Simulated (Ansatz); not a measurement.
C$_{4}$H$_{4}$F$_{2}$, SMILES `FC1=CC(F)C1`. Total charge 0; spin multiplicity 1.

```json
{"atom": "F1", "x (Å)": "-1.926", "y (Å)": "1.424", "z (Å)": "-0.140"}
{"atom": "C2", "x (Å)": "-0.852", "y (Å)": "0.664", "z (Å)": "-0.168"}
{"atom": "C3", "x (Å)": "-0.146", "y (Å)": "0.123", "z (Å)": "-1.156"}
{"atom": "C4", "x (Å)": "0.698", "y (Å)": "-0.617", "z (Å)": "-0.157"}
{"atom": "F5", "x (Å)": "2.041", "y (Å)": "-0.306", "z (Å)": "-0.165"}
{"atom": "C6", "x (Å)": "-0.103", "y (Å)": "0.077", "z (Å)": "0.981"}
{"atom": "H7", "x (Å)": "-0.175", "y (Å)": "0.143", "z (Å)": "-2.235"}
{"atom": "H8", "x (Å)": "0.617", "y (Å)": "-1.707", "z (Å)": "-0.172"}
{"atom": "H9", "x (Å)": "-0.662", "y (Å)": "-0.578", "z (Å)": "1.653"}
{"atom": "H10", "x (Å)": "0.507", "y (Å)": "0.776", "z (Å)": "1.556"}
```

Q: List the harmonic frequencies (cm⁻¹, unscaled) at PBE0-D4/def2-TZVP in Ansatz. (Best estimate.)

A: Computed: 140, 344, 471, 479, 487, 684, 813, 866, 971, 1007, 1020, 1075, 1143, 1189, 1213, 1260, 1354, 1373, 1471, 1738, 3078, 3089, 3137, 3264.

Q: Is this a minimum?

A: Yes, all 24 modes are real.

Q: Give the ideal-gas thermochemistry at 298.15 K and 1 bar (rigid rotor, harmonic oscillator; point group C1, symmetry number 1).

A: Zero-point energy 189.4 kJ/mol; H(298) − E = 205.2 kJ/mol; entropy 305.7 J/(mol·K), of which translation 165.0, rotation 109.8, vibration 30.9; G(298) − E = 114.0 kJ/mol.

Q: Rotational constants (cm⁻¹)?

A: 0.3423, 0.07871, 0.06992.
